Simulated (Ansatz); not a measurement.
A made-up structure of CHOS (charge -1), singlet:

```xyz
4
angstrom
O -1.2835 -0.1515 -0.2836
C -0.1009 0.0625 -0.0399
S 1.1082 -1.0147 0.5148
H -2.0492 -0.5909 -0.6855
```

It is relaxed with PBE-D4/def2-SVPD and then PBE0-D4/def2-TZVPD (Ansatz 0.2.0). Atoms count as bonded within 1.22 times the sum of their covalent radii (H–H: 0.88 Å). The end point is not checked to be a true minimum.

Does its bonding change? (Judge from chemistry; the calculation decides.)

By the calculation: No: no bond forms or breaks.

Where it ends: The first stage lowers the energy by 1.82 eV in 10 steps. It ends as CHOS ([OH][C][S]), total charge -1:
O1  (-1.366, 0.101, -0.414)
C2  (-0.100, 0.267, 0.024)
S3  (0.686, -1.192, 0.345)
H4  (-1.545, -0.871, -0.449)
(Å)

Labels in which every atom is bracketed show which atoms are joined, not bond orders.

For scale, one of the runs: PBE0-D4/def2-TZVPD relaxation, 132 basis functions, launched by `ansatz run in.yaml --threads 2 --pin off --events-out ev --progress --plain --max-ram 4352MiB`. The run took about 8.5 s on 2 CPU threads of an Intel Xeon Platinum 8488C (shared host).
